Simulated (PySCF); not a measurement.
Potential energy curve for CH2F2, SMILES FCF, singlet. The C2–H5 bond (C2 also carries F, F, H; H5 carries nothing else) is varied alone, starting from the PBE0/def2-TZVP optimised geometry.

- UKS-M06-2X = unrestricted M06-2X/cc-pVDZ run with PySCF
- RKS-M06-2X = restricted M06-2X/cc-pVDZ (PySCF)
- RCCSD = PySCF with CCSD on RHF/cc-pVDZ, 3 core orbitals frozen

Energies are in kcal/mol, each relative to the lowest point of its own curve near equilibrium.

| R / Å | UKS-M06-2X | RKS-M06-2X | RCCSD |
|---|---|---|---|
| 0.87 | 33.0 | 33.0 | 34.4 |
| 0.92 | 18.0 | 18.0 | 19.0 |
| 0.99 | 5.8 | 5.8 | 6.2 |
| 1.03 | 2.1 | 2.1 | … |
| 1.05 | 1.0 | 1.0 | 1.2 |
| 1.09 | 0.0 | 0.0 | 0.0 |
| 1.14 | 0.5 | 0.5 | … |
| 1.15 | 0.8 | 0.8 | … |
| 1.21 | 3.8 | 3.8 | 3.5 |
| 1.25 | 6.6 | 6.6 | 6.2 |
| 1.36 | 16.4 | 16.4 | 16.0 |
| 1.48 | 29.1 | 29.1 | 28.4 |
| 1.64 | 46.6 | 46.6 | 45.3 |
| 1.79 | 62.5 | 62.5 | 60.0 |
| 1.96 | 78.9 | 78.9 | 74.5 |
| 2.21 | 95.5 | 99.9 | 91.2 |
| 2.43 | 101.8 | 115.4 | 101.7 |
| 2.68 | 105.1 | … | 109.9 |
| 2.98 | — | 144.0 | 115.9 |
| 3.28 | — | 154.9 | … |
| 3.78 | — | 167.7 | … |

Fill in the missing entries.


- 1.03, RCCSD: 2.4
- 1.14, RCCSD: 0.4
- 1.15, RCCSD: 0.7
- 2.68, RKS-M06-2X: 130.0
- 3.28, RCCSD: 119.3
- 3.78, RCCSD: 122.1

Dashes: no converged value, or the column stops at the first point that the program doubted or that broke a chosen test of continuity, which isn't proof of a fault.

The unrestricted solution behind UKS-M06-2X changes between 2.68 and 2.98 Å, which can leave a kink. The unrestricted determinant behind UKS-M06-2X is spin-contaminated at 2.21 to 2.68 Å (<S²> up to 0.9, against 0.00 for a pure singlet). At the longest distance RKS-M06-2X leaves fractional charges on the fragments, a sign of delocalisation error or of the restricted form. The restricted form behind RKS-M06-2X keeps the bonding electrons paired and can't separate into open-shell fragments.
